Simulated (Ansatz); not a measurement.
**Counterpoise correction, worked out**

The pair of H₂O (SMILES O, atoms 1–3) and CH₆Si (SMILES C[SiH3], atoms 4–11), both closed shells, in one local arrangement (a lower one may exist), relaxed at PBE0-D4/def2-TZVP:

```tsv
atom	x (Å)	y (Å)	z (Å)
O1	-0.1863	-0.0962	-2.4107
H2	0.6466	-0.5685	-2.3345
H3	-0.8590	-0.7557	-2.2240
C4	-0.0747	1.1631	0.8522
Si5	0.1590	-0.6870	0.8889
H6	0.7926	1.6727	1.2778
H7	-0.9557	1.4547	1.4283
H8	-0.2048	1.4942	-0.1798
H9	1.3610	-1.0983	0.1093
H10	-1.0186	-1.3952	0.3116
H11	0.3397	-1.1838	2.2809
```

Computed with Ansatz 0.2.0 (basis: def2-TZVPPD); correlated methods freeze the cores.

MP2 total energies in eV:

| system | geometry | basis functions | energy |
| --- | --- | --- | --- |
| pair | pair | all | -11074.25246 |
| H₂O | as in the pair | all (partner as ghosts) | -2076.97866 |
| CH₆Si | as in the pair | all (partner as ghosts) | -8997.20178 |
| H₂O | as in the pair | its own | -2076.97001 |
| CH₆Si | as in the pair | its own | -8997.19443 |
| H₂O | free (PBE0-D4 minimum) | its own | -2076.96971 |
| CH₆Si | free (PBE0-D4 minimum) | its own | -8997.19901 |

Problem. Work out the interaction energy with and without the counterpoise correction, the superposition error, and the binding energy from the relaxed fragments.

Solution. Without correction: -11074.25246 − (-2076.97001) − (-8997.19443) = -0.08802 eV.
With correction (each fragment in the whole basis): -11074.25246 − (-2076.97866) − (-8997.20178) = -0.07202 eV = -1.66 kcal/mol.
The superposition error is the difference, 0.01600 eV, 18 % of the uncorrected value: each fragment borrows its partner's functions.
Deformation from the free shapes: -0.00030 eV for H₂O and 0.00458 eV for CH₆Si (a small negative value is possible, since the free shapes are minima of another method).
Binding energy from relaxed fragments: -0.07202 + (-0.00030) + 0.00458 = -0.06774 eV = -1.56 kcal/mol (electronic, without zero-point energy; negative means bound). For comparison, the corrected interaction energy by CCSD(T) at an estimated basis limit (MP2 extrapolated from triple and quadruple zeta, plus CCSD(T) − MP2 in triple zeta) is -0.090 eV.

T1 diagnostic: at most 0.011.

For scale, one of the runs: CCSD(T)/def2-TZVPPD, 261 basis functions, launched by `ansatz run in.yaml --threads 4 --pin off --events-out ev --progress --plain --max-ram 9574MiB`. Time: 33 s of wall clock on 4 CPU threads of an Intel Xeon 6975P-C; the host was shared. Peak host memory: 6.6 GiB.
